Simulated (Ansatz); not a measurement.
Molecule: C2H6N (charge 0, doublet). It need not be the lowest isomer of its formula. SMILES: C[CH]N
Geometry from a B3LYP-D3(BJ)/def2-TZVP (Ansatz, an electronic-structure program) optimisation:
```xyz
9

C      1.2289    -0.2653    -0.0845
C     -0.0679     0.1514     0.5104
N     -1.1869     0.1736    -0.3274
H      1.5845     0.4305    -0.8614
H      2.0033    -0.3268     0.6805
H      1.1541    -1.2515    -0.5578
H     -0.0803     0.8891     1.3029
H     -2.0677     0.3344     0.1386
H     -1.2520    -0.6074    -0.9664
```
Charge 0, spin multiplicity 2.

Parts of the frozen-core correlation energy in 6-31G* (Ansatz, hartree). Frozen orbitals: 3; correlated occupied orbitals by spin: 10 and 9; virtual: 44 and 45. Open shells are spin-unrestricted. Spin-orbit coupling is left out. Non-relativistic.

| term | value |
|---|---|
| reference (HF) | -133.62606 |
| MP2 opposite-spin | -0.30657 |
| MP2 same-spin | -0.09802 |
| CCSD correlation | -0.44351 |
| (T) | -0.01099 |
| T1 diagnostic | 0.014 |
| largest doubles amplitude | 0.020 |
| <S^2> of the reference | 0.761 |
